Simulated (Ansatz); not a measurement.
# Worked example: correlation energy of CH3Cl, singlet

Geometry: MP2(full)/6-31G*, from the G2/97 set.

```csv
atom,x (Å),y (Å),z (Å)
C,0.0000,0.0000,-1.2269
Cl,0.0000,0.0000,0.5504
H,0.0000,1.0293,-1.5798
H,0.8914,-0.5147,-1.5798
H,-0.8914,-0.5147,-1.5798
```

Basis 6-31G; Ansatz 0.2.0. Only valence electrons are correlated (noble-gas cores frozen), which leaves 14 electrons in 22 orbitals. Prefix R: restricted or restricted open-shell reference.

Full CI isn't at hand for all of this; RCCSDTQ serves as the reference, and is uncertain by about the last step of the cluster series.

Runs differ by some tens of microhartree through their thresholds, so steps under 0.03 kcal/mol mean nothing.

```
    level  total energy (hartree)
      RHF             -499.053674
     RMP2             -499.189298
    RCCSD             -499.211061
 RCCSD(T)             -499.213812
   RCCSDT             -499.214159
RCCSDT(Q)             -499.214263
  RCCSDTQ             -499.214261
```

What is the correlation energy at RCCSDTQ, and what share of it do RMP2 and RCCSD(T) recover?

E(corr) = -499.214261 − (-499.053674) = -0.160587 hartree = -4.370 eV. RMP2: -0.135624 / -0.160587 = 84.46 %. RCCSD(T): -0.160138 / -0.160587 = 99.72 %.

By how many kcal/mol does RCCSD(T) miss RCCSDTQ (1 hartree = 627.509 kcal/mol), and which steps make up the rest?

-499.213812 − (-499.214261) = 0.000449 hartree = 0.28 kcal/mol. Steps: RCCSDT − RCCSD(T) = -0.22, RCCSDT(Q) − RCCSDT = -0.07, RCCSDTQ − RCCSDT(Q) = 0.00 kcal/mol. That is within 1 kcal/mol of the reference in this basis, which itself misses far more of the correlation at the basis-set limit.
